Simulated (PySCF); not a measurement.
propane (C₃H₈), SMILES CCC.

Geometry optimised at B3LYP-D3(BJ)/def2-SVP.

The numbers are results of r2SCAN/def2-TZVPD (PySCF), not measurements.

Symmetry labels are those of the subgroup C2v that the program uses (full group C2v).

List the valence orbital energies around the gap with their symmetry. (An estimate is asked for; the answer gives what the named calculation found.)


```tsv
orbital	symmetry	energy (eV)
HOMO−7	A1	-14.93
HOMO−6	B2	-11.49
HOMO−5	A1	-10.98
HOMO−4	B1	-9.96
HOMO−3	A2	-9.44
HOMO−2	B1	-8.38
HOMO−1	A1	-8.31
HOMO	B2	-7.99
LUMO	A1	0.69
LUMO+1	B1	1.46
LUMO+2	A1	1.55
LUMO+3	B2	2.21
```
